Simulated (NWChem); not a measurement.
System: C3H7, doublet; SMILES [CH](C)C

Here is an NWChem input.

```
start job
memory heap 200 mb stack 900 mb global 1100 mb
geometry units angstroms noautosym nocenter noautoz
  C      0.191113     0.016714     1.294653
  C     -0.520181    -0.135846     0.000000
  C      0.191113     0.016714    -1.294653
  H     -0.405598    -0.352144     2.142567
  H      1.155343    -0.521767     1.295884
  H      0.435294     1.077587     1.514733
  H     -1.615134    -0.125311     0.000000
  H     -0.405598    -0.352144    -2.142567
  H      0.435294     1.077587    -1.514733
  H      1.155343    -0.521767    -1.295884
end
basis spherical
  * library def2-tzvp
end
dft
  odft
  mult 2
  xc b3lyp
  iterations 150
end
property
  hyperfine
end
task dft property
```

Output (shortened):

```
             Northwest Computational Chemistry Package (NWChem) 7.3.0
             --------------------------------------------------------

                             Geometry "geometry" -> ""
                             -------------------------

 Output coordinates in angstroms (scale by  1.889725989 to convert to a.u.)

  No.       Tag          Charge          X              Y              Z
 ---- ---------------- ---------- -------------- -------------- --------------
    1 C                    6.0000     0.19111300     0.01671400     1.29465300
    2 C                    6.0000    -0.52018100    -0.13584600     0.00000000
    3 C                    6.0000     0.19111300     0.01671400    -1.29465300
    4 H                    1.0000    -0.40559800    -0.35214400     2.14256700
    5 H                    1.0000     1.15534300    -0.52176700     1.29588400
    6 H                    1.0000     0.43529400     1.07758700     1.51473300
    7 H                    1.0000    -1.61513400    -0.12531100     0.00000000
    8 H                    1.0000    -0.40559800    -0.35214400    -2.14256700
    9 H                    1.0000     0.43529400     1.07758700    -1.51473300
   10 H                    1.0000     1.15534300    -0.52176700    -1.29588400

 Effective nuclear repulsion energy (a.u.)      75.3058354220

                              NWChem Property Module
                              ----------------------

  itol2e modified to match energy
  convergence criterion.

                                 NWChem DFT Module
                                 -----------------

 Summary of "ao basis" -> "ao basis" (spherical)
 ------------------------------------------------------------------------------
       Tag                 Description            Shells   Functions and Types
 ---------------- ------------------------------  ------  ---------------------
 C                         def2-tzvp                11       31   5s3p2d1f
 H                         def2-tzvp                 4        6   3s1p

  itol2e modified to match energy
  convergence criterion.

[...]

          ----------------------
          Hyperfine Interactions
          ----------------------

 Total Spin Density (Fermi Contact Term)
 ------------------ --------------------
     Atom            x         y         z       Density (a.u.)      Aiso(MHz)     Aiso(Gauss)
     1  13-C      0.36115   0.03158   2.44654      -0.028522        -32.064544     -11.441407
     2  13-C     -0.98300  -0.25671   0.00000       0.085391         95.996330      34.253820
     3  13-C      0.36115   0.03158  -2.44654      -0.028522        -32.064546     -11.441408
     4   1-H     -0.76647  -0.66546   4.04886       0.004173         18.651231       6.655212
     5   1-H      2.18328  -0.98600   2.44887       0.011353         50.747167      18.107821
     6   1-H      0.82259   2.03634   2.86243       0.030520        136.420755      48.678235
     7   1-H     -3.05216  -0.23680   0.00000      -0.012543        -56.065688     -20.005598
     8   1-H     -0.76647  -0.66546  -4.04886       0.004173         18.651233       6.655213
     9   1-H      0.82259   2.03634  -2.86243       0.030520        136.420757      48.678236
    10   1-H      2.18328  -0.98600  -2.44887       0.011353         50.747169      18.107821

           -------------------------------------------
           Anisotropic Interaction (Spin-Dipolar Term)
           -------------------------------------------

 ------------------------------------------------------------
     Atom            x         y         z
 ------------------------------------------------------------
     1  13-C      0.36115   0.03158   2.44654

   Spin-Dipolar term (a.u.)
        xx             yy             zz             xy             xz             yz
 ------------------------------------------------------------------------------------------
      -0.006945      -0.002328       0.009272       0.003538       0.014263       0.005834

   Principal Comp. of -hf- tensor (au)            Anisotropic -hfcc- (MHz)               Anisotropic -hfcc- (Gauss)
 --------------------------------------------------------------------------------------------------------------------------
     -0.015244    -0.004441     0.019685      -2.045559    -0.595933     2.641492      -0.729905    -0.212643     0.942548

   Orientation of the principal axis of Hyperfine Tensor w.r.t absolute (molecular) frame
 --------------------------------------------------------------------------------------------------------------------------
      0.865439    -0.139339     0.481249
     -0.010839     0.955116     0.296033
     -0.500898    -0.261414     0.825084

 ------------------------------------------------------------
     Atom            x         y         z
 ------------------------------------------------------------
     2  13-C     -0.98300  -0.25671   0.00000

   Spin-Dipolar term (a.u.)
        xx             yy             zz             xy             xz             yz
 ------------------------------------------------------------------------------------------
      -0.561261       1.134634      -0.573372      -0.098772       0.000000       0.000000

   Principal Comp. of -hf- tensor (au)            Anisotropic -hfcc- (MHz)               Anisotropic -hfcc- (Gauss)
 --------------------------------------------------------------------------------------------------------------------------
     -0.566995     1.140367    -0.573372     -76.085277   153.026370   -76.941093     -27.149073    54.603522   -27.454449

[...]
```

Level: B3LYP/def2-TZVP, spin-unrestricted, contact and dipolar terms. In the optimisation the excess spin sits in a' (Cs, its own frame). The geometry was optimised at PBE0/def2-SVP, spin-unrestricted. No stability test was run on the SCF state.
